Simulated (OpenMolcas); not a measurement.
# BH3 (borane): the energy, rung by rung

BH3 has 4 atoms, charge 0, and is taken as a singlet. As SMILES, `B`. The shape is that of a PBE0-D4/def2-TZVP optimisation.

```xyz
4

B     0.0139   -0.0151   -0.0051
H     0.9822    0.3817    0.5688
H    -0.2762   -1.1718    0.0430
H    -0.6644    0.7449   -0.6269
```

Quantity: the energy change with the B1–H3 bond stretched from 1.193 to 2.089 Å, in eV. The values are calculated.

```json
{"level": "HF/3-21G (restricted)", "kind": "Hartree–Fock", "program": "OpenMolcas", "value (eV)": "3.28", "less FCI/3-21G": "+0.68", "CPU time (all runs)": "3.2 s"}
{"level": "SVWN5/3-21G (restricted)", "kind": "LDA", "program": "OpenMolcas", "value (eV)": "2.79", "less FCI/3-21G": "+0.19", "CPU time (all runs)": "6.1 s"}
{"level": "PBE/3-21G (restricted)", "kind": "GGA", "program": "OpenMolcas", "value (eV)": "2.79", "less FCI/3-21G": "+0.19", "CPU time (all runs)": "6.9 s"}
{"level": "r2SCAN/3-21G (restricted)", "kind": "meta-GGA", "program": "OpenMolcas", "value (eV)": "2.92", "less FCI/3-21G": "+0.32", "CPU time (all runs)": "8.2 s"}
{"level": "M06-2X/3-21G (restricted)", "kind": "hybrid meta-GGA", "program": "OpenMolcas", "value (eV)": "3.10", "less FCI/3-21G": "+0.50", "CPU time (all runs)": "7.8 s"}
{"level": "B2PLYP/3-21G (restricted)", "kind": "double hybrid", "program": "OpenMolcas", "value (eV)": "3.00", "less FCI/3-21G": "+0.40", "CPU time (all runs)": "6.8 s"}
{"level": "MP2/3-21G (restricted)", "kind": "perturbation theory", "program": "OpenMolcas", "value (eV)": "3.01", "less FCI/3-21G": "+0.41", "CPU time (all runs)": "3.3 s"}
{"level": "CISD/3-21G (restricted)", "kind": "coupled cluster or CI", "program": "OpenMolcas", "value (eV)": "2.72", "less FCI/3-21G": "+0.12", "CPU time (all runs)": "3.5 s"}
{"level": "FCI/3-21G", "kind": "exact in the basis", "program": "OpenMolcas", "value (eV)": "2.60", "less FCI/3-21G": "0.00", "CPU time (all runs)": "7.3 s"}
```

FCI/3-21G is exact within its basis and frozen core, so for wave-function methods in that basis the difference is their error; functionals converge differently with the basis, so for them it is only a difference. Spin-restricted single references rise too steeply as a bond breaks, Hartree–Fock most of all. The first shape isn't each level's own minimum. The values span 2.60 to 3.28 eV. All rows use very small basis sets, so even the best lies far from the true value. Times are those of the runs behind each value, whatever else they computed, on shared processors of several kinds: orders of magnitude only.
